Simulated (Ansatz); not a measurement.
System: hexagonal BN. Method: PBE (PAW; Ansatz, a first-principles code).

Rigid layers of the crystal as relaxed at this level are moved apart or together:

```tsv
run	k mesh	layer repeat (Å)	energy against free layers (meV/Å²)	gap on the mesh (eV)
1	18×18×6	3.03	13.08	4.080
2	18×18×6	3.18	7.39	4.159
3	18×18×6	3.33	3.93	4.233
4	18×18×6	3.53	1.39	4.355
5	18×18×6	3.83	-0.15	4.478
6	18×18×4	4.33	-0.58	4.329
7	18×18×4	5.33	-0.22	4.114
8	18×18×4	7.33	0.00	4.287
```

The lowest energy of these points lies at a layer repeat of 4.33 Å.

Note: the cell comes from a level without a dispersion term, which matters for the spacing of layers, chains or molecules.
